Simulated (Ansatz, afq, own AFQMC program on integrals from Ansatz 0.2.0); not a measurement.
AFQMC on a folder of integrals that Ansatz 0.2.0 wrote.

```yaml
crystal:
  periodic: [false, false, false]
  atoms:
    - {symbol: B, position_ang: [0.000131, 0.005238, -0.005307]}
    - {symbol: H, position_ang: [-0.015452, 0.866665, 0.844525]}
    - {symbol: H, position_ang: [-0.023127, -0.921866, 0.934020]}
    - {symbol: H, position_ang: [0.021454, 0.855204, -0.866479]}
    - {symbol: H, position_ang: [0.015714, -0.856189, -0.855139]}
basis:
  gaussian: {orbitals: cc-pVDZ}
total_charge: 1
magnetization: {spin_polarized: false}
correlation: {method: ccsd_t, electrons: outside_noble_gas, hamiltonian_folder: ham}
```

```sh
$ ansatz run in.yaml --threads 1 --pin off --events-out ev --progress --plain --max-ram 16896MiB --backend cuda --devices 0, --max-vram 18GiB
```

afq runs on the folder ham with

```
--method phaseless --trial cisd --walkers 4000 --populations 20 --least-time 60 --time-step 0.005 --steps-per-block 50 --equilibration-blocks 28 --max-blocks 4000 --target-error 0.00015 --factor-cut 1e-05 --seed 4326 --release-times 0.24,0.51,0.99,1.62,2.4 --release-step 0.03 --release-every 3 --taylor-order 6
```

Times are imaginary, in 1/Eh. The walk had a cap of 122 s. With eight or more populations the least sampling time is a fifth of least-time, and the error comes from their spread.

Log:

```
orbitals 33  electrons 3 3  factors 258 of 304
reference energy -26.54955877 Eh
CCSD correlation -0.13416817 Eh in 9 cycles, weight of the determinant in the CISD state 0.9222
energy of the start -26.683714 Eh
 block  time / (1/Eh)  mean weight  energy / Eh
     1     0.250  0.9999  -26.683081
     2     0.500  0.9999  -26.683699
     3     0.750  1.0002  -26.684480
     4     1.000  0.9999  -26.685302
     5     1.250  0.9998  -26.685726
    10     2.500  1.0002  -26.686595
    15     3.750  1.0000  -26.686822
    20     5.000  1.0000  -26.687291
    25     6.250  1.0000  -26.687256
    30     7.500  1.0002  -26.687056
    35     8.750  1.0002  -26.687488
    40    10.000  1.0002  -26.687455
    45    11.250  1.0001  -26.687188
    50    12.500  1.0001  -26.687253
    55    13.750  0.9998  -26.687117
    59    14.750  0.9999  -26.686950
    60    15.000  1.0002  -26.687198
    65    16.250  1.0001  -26.686997
    70    17.500  1.0001  -26.687069
    74    18.500  1.0000  -26.687807
    75    18.750  1.0001  -26.687526
    78    19.500  0.9998  -26.687452
error from the spread of 20 populations
released: time / (1/Eh)  energy / Eh  error  mean overlap
  0.24  -26.687284  0.000039  1.0006
  0.51  -26.687305  0.000042  0.9996
  0.99  -26.687312  0.000040  0.9978
  1.62  -26.687354  0.000034  0.9960
  2.40  -26.687394  0.000037  0.9930
energy -26.687263 +/- 0.000047 Eh
(rows thinned)
```

The run passed its tests (sampling time, drift between the halves within three errors, error under three times the target), which doesn't prove that it has relaxed.

Against this walk (error 1.3 meV) on the same determinant: CCSD(T) 19.0 meV higher, CCSDT(Q) 1.2 meV lower (within the noise), CCSDTQ 2.2 meV lower (within the noise), full CI 2.3 meV lower (within the noise). The error is statistical and leaves out the bias of the constraint. Released to 2.40 1/Eh the energy lies 3.6 ± 1.6 meV (both errors) below the phaseless value, which shows part or all of the bias of the constraint, and full CI lies 1.3 meV above the released value.

Cautions: constraint bias not in the error.

The walk took 18 s on 1 × NVIDIA H100 80GB HBM3 with 2 threads of AMD EPYC 7R13 Processor (Zen 3) (shared host) (the card was shared). The log's last line is the phaseless energy.

CCSDT and higher add their correlation energy to the determinant of the CCSD(T) run, since their own runs factorise the integrals more tightly (a shift of under 2 meV). A walk keeps the symmetry of its determinant, which the program's search chose and which needn't be the lowest solution, so a lower state of the same spin and another symmetry isn't excluded.
